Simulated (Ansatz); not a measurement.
```yaml
crystal:
  periodic: [false, false, false]
  atoms:
    - {symbol: Pd, position_ang: [-0.103367, -0.000674, -0.003792]}
    - {symbol: O, position_ang: [1.628386, 0.010625, 0.059739]}
    - {symbol: O, position_ang: [-0.480199, 1.507628, -0.019431]}
    - {symbol: O, position_ang: [-0.460644, -1.513767, -0.015085]}
basis:
  gaussian: {orbitals: def2-TZVP}
hamiltonian: {xc: pbe0}
relax: {f_tol: 0.004, max_steps: 80}
```

```sh
$ ansatz run in.yaml --threads 1 --pin off --events-out ev --progress --plain --max-ram 2176MiB
```

Steps of the relaxation (energy above the last step; positions in Å, forces in eV/Å):

```
4
step 1, 1508.7 meV
Pd   -0.103   -0.001   -0.004    5.822    0.038    0.214
O     1.628    0.011    0.060    1.580    0.010    0.058
O    -0.480    1.508   -0.019   -3.762    9.380   -0.149
O    -0.461   -1.514   -0.015   -3.641   -9.428   -0.122
```

```
4
step 2, 221.4 meV
Pd   -0.069    0.000   -0.003    2.582    0.017    0.095
O     1.689    0.011    0.062   -0.117   -0.001   -0.004
O    -0.528    1.591   -0.021   -1.245    1.863   -0.048
O    -0.507   -1.597   -0.017   -1.221   -1.879   -0.043
```

```
4
step 3, 58.5 meV
Pd   -0.023    0.000   -0.001    0.912    0.006    0.033
O     1.731    0.011    0.063   -0.311   -0.002   -0.011
O    -0.572    1.603   -0.023   -0.301    0.033   -0.011
O    -0.551   -1.610   -0.018   -0.300   -0.036   -0.011
```

```
4
step 10, 0.6 meV
Pd    0.091    0.094    0.003    0.061   -0.132    0.002
O     1.801   -0.131    0.069   -0.027    0.057   -0.001
O    -0.751    1.546   -0.028   -0.004    0.003    0.000
O    -0.557   -1.505   -0.023   -0.030    0.073   -0.001
```

```
4
step 12, 0.0 meV
Pd    0.095    0.091    0.003   -0.009   -0.009    0.000
O     1.803   -0.127    0.069    0.012    0.007    0.001
O    -0.751    1.542   -0.028    0.003   -0.003    0.000
O    -0.563   -1.503   -0.022   -0.005    0.006    0.000
```

```
4
step 13, 0.0 meV
Pd    0.094    0.090    0.003   -0.003    0.005    0.000
O     1.804   -0.125    0.069    0.000   -0.001    0.000
O    -0.750    1.542   -0.028    0.002   -0.003    0.000
O    -0.564   -1.503   -0.022    0.001   -0.001    0.000
```

```
4
step 14, 0.0 meV
Pd    0.094    0.090    0.003    0.000    0.000    0.000
O     1.804   -0.125    0.069    0.000    0.000    0.000
O    -0.750    1.542   -0.028    0.000    0.000    0.000
O    -0.564   -1.503   -0.022    0.000    0.000    0.000
```

Close pairs at the end: Pd1–O3 1.680 Å, Pd1–O2 1.724 Å, Pd1–O4 1.724 Å.

A stationary point of restricted PBE0 after 14 steps (its stability towards spin polarisation wasn't tested); no frequencies were run, so it isn't proven a minimum. 69 s on 1 thread of Intel Xeon Platinum 8488C, shared host.
